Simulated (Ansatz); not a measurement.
We consider diamond, described by PBE-D3(BJ) (Ansatz, a first-principles code, plane waves, PAW).

Numerical settings: plane-wave cutoff 520 eV, 16×16×16 k mesh, Fermi–Dirac smearing 0.01 eV, scalar-relativistic PAW data made under PBE.

A third-order Birch–Murnaghan fit to the energies gives V0 = 5.626 Å³/atom, B0 = 442 GPa, B′ = 3.7.

| V (Å³/atom) | P (GPa) |
|---|---|
| 5.287 | … |
| 5.400 | 19.52 |
| 5.512 | 9.33 |
| 5.625 | 0.05 |
| 5.737 | -8.39 |
| 5.850 | … |
| 5.962 | -23.09 |

**Question.** Estimate the withheld pressures from this fit; the answers are the runs' own values.

**Answer.** 
- 5.287, P (GPa): 30.71
- 5.850, P (GPa): -16.09

The formula P = (3/2) B0 (x^(7/3) − x^(5/3)) [1 + (3/4)(B′ − 4)(x^(2/3) − 1)] with x = V0/V meets the computed pressures within 0.11 GPa when these rounded values are put in.

Measured, for comparison: bulk modulus 455 GPa (0 K value with the zero-point phonon effect removed; as tabulated in Mejia-Rodriguez and Trickey (2018), arXiv:1807.09216); equilibrium volume per atom 5.61 Å³/atom (static lattice: zero-point anharmonic expansion removed; as tabulated in Mejia-Rodriguez and Trickey (2018), arXiv:1807.09216). Computed (rounded) less measured: bulk modulus -3 %, equilibrium volume per atom +0.4 %.

Static lattice: no zero-point or thermal effects.

It cost around 20 core-seconds (rough) of CPU time.
